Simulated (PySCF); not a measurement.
Molecule: `InChI=1S/C3H6O/c4-3-1-2-3/h3-4H,1-2H2`.

Atoms are numbered as in `[OH:1][CH:2]1[CH2:3][CH2:4]1`; H(Xn) means a hydrogen on atom n. Ha(C3), Ha(C4) are cis to O1 on the ring; Hb(C3), Hb(C4) are trans to O1 on the ring.

Geometry PBE0-D3(BJ)/def2-SVP throughout; GIAO in PySCF, gas phase, one conformer, non-relativistic; equivalent atoms averaged; basis pcSseg-2.

Q: How do the shifts δ (against H2O, TMS at the same level) depend on the functional? (ppm; last column core-seconds on shared hosts with different chips, so compare them loosely; the GGAs took longer than the global hybrids here, which isn't the general rule, and the cause wasn't traced)

A: 
| functional | kind | O1 | C2 | C3/C4 | H(C2) | H(O1) | Ha(C3)/Ha(C4) | Hb(C3)/Hb(C4) | core-s |
| --- | --- | --- | --- | --- | --- | --- | --- | --- | --- |
| HF | Hartree–Fock | 24.7 | 40.2 | 6.7 | 2.96 | 1.17 | 0.53 | 0.34 | 7.6 |
| LDA | LDA | 59.9 | 52.7 | 10.8 | 3.64 | 0.83 | 0.46 | 0.41 | 20 |
| PBE | GGA | 58.2 | 51.5 | 10.6 | 3.56 | 0.65 | 0.44 | 0.42 | 33 |
| BLYP | GGA | 61.5 | 52.1 | 10.9 | 3.57 | 0.70 | 0.46 | 0.45 | 25 |
| BP86 | GGA | 55.4 | 51.5 | 10.7 | 3.53 | 0.64 | 0.45 | 0.41 | 25 |
| OPBE | GGA | 52.2 | 50.2 | 10.4 | 3.49 | 0.59 | 0.45 | 0.41 | 25 |
| KT2 | GGA | 56.3 | 49.3 | 9.1 | 3.57 | 0.67 | 0.41 | 0.39 | 25 |
| KT3 | GGA | 56.1 | 49.2 | 9.4 | 3.53 | 0.66 | 0.44 | 0.42 | 26 |
| B97-D | GGA | 54.2 | 50.7 | 10.3 | 3.52 | 0.72 | 0.47 | 0.43 | 27 |
| B3LYP | global hybrid | 51.4 | 49.6 | 10.1 | 3.40 | 0.79 | 0.49 | 0.42 | 18 |
| PBE0 | global hybrid | 46.3 | 48.5 | 9.7 | 3.35 | 0.77 | 0.48 | 0.39 | 16 |
| mPW1PW91 | global hybrid | 45.4 | 48.7 | 9.8 | 3.33 | 0.77 | 0.49 | 0.39 | 15 |
| WP04 | global hybrid | 42.8 | 51.2 | 10.8 | 3.22 | 0.97 | 0.59 | 0.46 | 15 |
| B97-2 | global hybrid | 45.6 | 48.4 | 9.7 | 3.34 | 0.76 | 0.49 | 0.39 | 14 |
| BHandHLYP | global hybrid | 40.4 | 46.0 | 8.9 | 3.21 | 0.96 | 0.53 | 0.39 | 14 |
| CAM-B3LYP | range-separated hybrid | 46.8 | 48.7 | 10.0 | 3.37 | 0.87 | 0.55 | 0.44 | 19 |
| wB97X-D | range-separated hybrid | 41.6 | 48.5 | 10.1 | 3.29 | 0.80 | 0.52 | 0.40 | 19 |
| LC-wPBE | range-separated hybrid | 37.1 | 48.4 | 10.4 | 3.28 | 0.80 | 0.60 | 0.45 | 28 |

Q: Which nucleus moves most, in ppm?

A: O1 (alcohol oxygen): from 24.7 ppm with HF to 61.5 ppm with BLYP. The smallest spread is 0.12 ppm, at Hb(C3)/Hb(C4). Proton shifts span only some 12 ppm, so a few tenths of a ppm matter as much there as several ppm in carbon.
